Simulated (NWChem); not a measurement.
The numbers come from NWChem runs, not from measurements. System: ethylamine (C₂H₇N), charge 0, spin multiplicity 1, at a geometry optimised with PBE/def2-SVP. Level: PBE0/pcseg-1.

The NWChem input:

```
start mol
memory heap 200 mb stack 900 mb global 1100 mb
geometry units angstroms nocenter noautoz noautosym
  C      1.190928     0.445213     0.013999
  C      0.039470    -0.550945    -0.098417
  N     -1.250117     0.134040    -0.005704
  H      2.172811    -0.054042    -0.112486
  H      1.093090     1.239641    -0.753039
  H      1.196263     0.939885     1.009080
  H      0.192877    -1.366249     0.657798
  H      0.087838    -1.051530    -1.090729
  H     -2.016334    -0.544828    -0.101449
  H     -1.358118     0.533238     0.937262
end
basis spherical
  * library pcseg-1
end
dft
  xc pbe0
  semidirect memsize 60000000 filesize 0
  iterations 100
end
task dft energy
```

NWChem printed:

```
             Northwest Computational Chemistry Package (NWChem) 7.3.0
             --------------------------------------------------------

                                NWChem Input Module
                                -------------------

 Scaling coordinates for geometry "geometry" by  1.889725989
 (inverse scale =  0.529177249)

                             Geometry "geometry" -> ""
                             -------------------------

 Output coordinates in angstroms (scale by  1.889725989 to convert to a.u.)

  No.       Tag          Charge          X              Y              Z
 ---- ---------------- ---------- -------------- -------------- --------------
    1 C                    6.0000     1.19092800     0.44521300     0.01399900
    2 C                    6.0000     0.03947000    -0.55094500    -0.09841700
    3 N                    7.0000    -1.25011700     0.13404000    -0.00570400
    4 H                    1.0000     2.17281100    -0.05404200    -0.11248600
    5 H                    1.0000     1.09309000     1.23964100    -0.75303900
    6 H                    1.0000     1.19626300     0.93988500     1.00908000
    7 H                    1.0000     0.19287700    -1.36624900     0.65779800
    8 H                    1.0000     0.08783800    -1.05153000    -1.09072900
    9 H                    1.0000    -2.01633400    -0.54482800    -0.10144900
   10 H                    1.0000    -1.35811800     0.53323800     0.93726200

 Effective nuclear repulsion energy (a.u.)      82.3778764896

            Nuclear Dipole moment (a.u.)
            ----------------------------
        X                 Y               Z
 ---------------- ---------------- ----------------
    -0.0000075589     0.0000056692     0.0000018897


 Summary of "ao basis" -> "" (spherical)
 ------------------------------------------------------------------------------
       Tag                 Description            Shells   Functions and Types
 ---------------- ------------------------------  ------  ---------------------
 *                          pcseg-1                   on all atoms

                                 NWChem DFT Module
                                 -----------------

 Summary of "ao basis" -> "ao basis" (spherical)
 ------------------------------------------------------------------------------
       Tag                 Description            Shells   Functions and Types
 ---------------- ------------------------------  ------  ---------------------
 C                          pcseg-1                  6       14   3s2p1d
 N                          pcseg-1                  6       14   3s2p1d
 H                          pcseg-1                  3        5   2s1p

 Summary of "ao basis" -> "ao basis" (spherical)
 ------------------------------------------------------------------------------
       Tag                 Description            Shells   Functions and Types
 ---------------- ------------------------------  ------  ---------------------
 C                          pcseg-1                  6       14   3s2p1d
 N                          pcseg-1                  6       14   3s2p1d
 H                          pcseg-1                  3        5   2s1p

            General Information
            -------------------
          SCF calculation type: DFT
          Wavefunction type:  closed shell.
          No. of atoms     :    10
          No. of electrons :    26
           Alpha electrons :    13
            Beta electrons :    13
[...]
   time(s): 0.00e+00  0.00e+00  0.00e+00  0.00e+00  0.00e+00
rate(mb/s): 0.00e+00  0.00e+00
------------------------------------------------------------

   convergence    iter        energy       DeltaE   RMS-Dens  Diis-err    time
 ---------------- ----- ----------------- --------- --------- ---------  ------
 d= 0,ls=0.0,diis     1   -134.9431919332 -2.17D+02  7.84D-03  2.96D-01     0.8
 d= 0,ls=0.0,diis     2   -134.9630428714 -1.99D-02  3.74D-03  1.40D-01     1.0
 d= 0,ls=0.0,diis     3   -134.9752507870 -1.22D-02  1.16D-03  2.65D-02     1.2
 d= 0,ls=0.0,diis     4   -134.9780052128 -2.75D-03  1.97D-04  3.57D-04     1.4
 d= 0,ls=0.0,diis     5   -134.9780417406 -3.65D-05  5.16D-05  3.94D-05     1.7
  Resetting Diis
 d= 0,ls=0.0,diis     6   -134.9780465605 -4.82D-06  9.64D-06  8.32D-07     1.9
 d= 0,ls=0.0,diis     7   -134.9780466659 -1.05D-07  2.81D-06  1.78D-08     2.1

         Total DFT energy =     -134.978046665922
      One electron energy =     -344.091787752756
           Coulomb energy =      146.909799631530
    Exchange-Corr. energy =      -20.173935034333
 Nuclear repulsion energy =       82.377876489638

 Numeric. integr. density =       26.000004650996

     Total iterative time =      2.0s

                       DFT Final Molecular Orbital Analysis
                       ------------------------------------

 Vector   11  Occ=2.000000D+00  E=-3.732511D-01
              MO Center=  4.6D-01,  1.3D-01, -1.1D-01, r^2= 2.3D+00
   Bfn.  Coefficient  Atom+Function         Bfn.  Coefficient  Atom+Function
  ----- ------------  ---------------      ----- ------------  ---------------
     5      0.323102   1 C  py               48      0.281966   5 H  s
    19     -0.273361   2 C  py               18     -0.208824   2 C  px
    58      0.173223   7 H  s                34      0.162919   3 N  pz
     4      0.160369   1 C  px                8      0.159102   1 C  py
     6     -0.155512   1 C  pz               22     -0.138029   2 C  py

 Vector   12  Occ=2.000000D+00  E=-3.517813D-01
              MO Center=  4.1D-01, -2.9D-02, -6.1D-02, r^2= 2.6D+00
   Bfn.  Coefficient  Atom+Function         Bfn.  Coefficient  Atom+Function
  ----- ------------  ---------------      ----- ------------  ---------------
    63      0.311436   8 H  s                20     -0.291821   2 C  pz
    53      0.284462   6 H  s                 6      0.282226   1 C  pz
    33      0.162582   3 N  py               48     -0.155759   5 H  s
     9      0.154285   1 C  pz               23     -0.153715   2 C  pz
    19     -0.133337   2 C  py               64      0.127801   8 H  s

 Vector   13  Occ=2.000000D+00  E=-2.495893D-01
              MO Center= -9.9D-01,  5.4D-02, -6.2D-02, r^2= 1.6D+00
   Bfn.  Coefficient  Atom+Function         Bfn.  Coefficient  Atom+Function
  ----- ------------  ---------------      ----- ------------  ---------------
    34     -0.371633   3 N  pz               33      0.369041   3 N  py
    36      0.323161   3 N  py               37     -0.317274   3 N  pz
    31      0.258120   3 N  s                58      0.227957   7 H  s
    30      0.145858   3 N  s                59      0.139436   7 H  s
    19     -0.120698   2 C  py               20      0.115376   2 C  pz

 Vector   14  Occ=0.000000D+00  E= 5.293205D-02
              MO Center= -4.7D-01, -3.2D-01,  4.1D-01, r^2= 6.1D+00
   Bfn.  Coefficient  Atom+Function         Bfn.  Coefficient  Atom+Function
  ----- ------------  ---------------      ----- ------------  ---------------
    17      0.999881   2 C  s                 3      0.741588   1 C  s
    31      0.716120   3 N  s                59     -0.660434   7 H  s
    69     -0.595182   9 H  s                74     -0.552576  10 H  s
    54     -0.461119   6 H  s                64     -0.435736   8 H  s
    44     -0.425695   4 H  s                22     -0.330163   2 C  py

 Vector   15  Occ=0.000000D+00  E= 8.931900D-02
              MO Center=  1.3D-01,  3.2D-02, -3.2D-02, r^2= 7.6D+00
   Bfn.  Coefficient  Atom+Function         Bfn.  Coefficient  Atom+Function
  ----- ------------  ---------------      ----- ------------  ---------------
     3      1.426822   1 C  s                44     -0.788281   4 H  s
    31     -0.757582   3 N  s                69      0.736481   9 H  s
    49     -0.642801   5 H  s                54     -0.545423   6 H  s
    74      0.532007  10 H  s                64     -0.510384   8 H  s
    17      0.332899   2 C  s                 7      0.268793   1 C  px

 Vector   16  Occ=0.000000D+00  E= 9.335073D-02
              MO Center= -1.7D-01, -7.4D-02,  1.3D-01, r^2= 6.8D+00
   Bfn.  Coefficient  Atom+Function         Bfn.  Coefficient  Atom+Function
  ----- ------------  ---------------      ----- ------------  ---------------
    64      1.224593   8 H  s                54     -1.103335   6 H  s
    74     -0.881284  10 H  s                17     -0.795585   2 C  s
    69      0.607834   9 H  s                 3      0.578607   1 C  s
    23      0.434642   2 C  pz                9      0.391949   1 C  pz
    44      0.332370   4 H  s                 8      0.293360   1 C  py

 center of mass
 --------------
 x =  -0.05710403 y =   0.01266272 z =  -0.02273889

 moments of inertia (a.u.)
 ------------------
          59.092936418961         -22.009915872619           2.384847485194
         -22.009915872619         201.911617814035          -5.531971089150
           2.384847485194          -5.531971089150         230.623573858867

     Multipole analysis of the density
     ---------------------------------

     L   x y z        total         alpha         beta         nuclear
     -   - - -        -----         -----         ----         -------
     0   0 0 0     -0.000000    -13.000000    -13.000000     26.000000

     1   1 0 0     -0.020232     -0.010112     -0.010112     -0.000008
     1   0 1 0     -0.397591     -0.198798     -0.198798      0.000006
     1   0 0 1      0.390570      0.195284      0.195284      0.000002

     2   2 0 0    -14.820402    -65.905582    -65.905582    116.990762
     2   1 1 0      1.159774     -7.023451     -7.023451     15.206677
     2   1 0 1     -1.278726      0.737421      0.737421     -2.753567
     2   0 2 0    -15.947677    -24.245113    -24.245113     32.542549
     2   0 1 1      0.974177     -1.622789     -1.622789      4.219755
     2   0 0 2    -15.223643    -15.055031    -15.055031     14.886418

 Task  times  cpu:        2.1s     wall:        2.1s

 Total times  cpu:        2.1s     wall:        2.1s
```
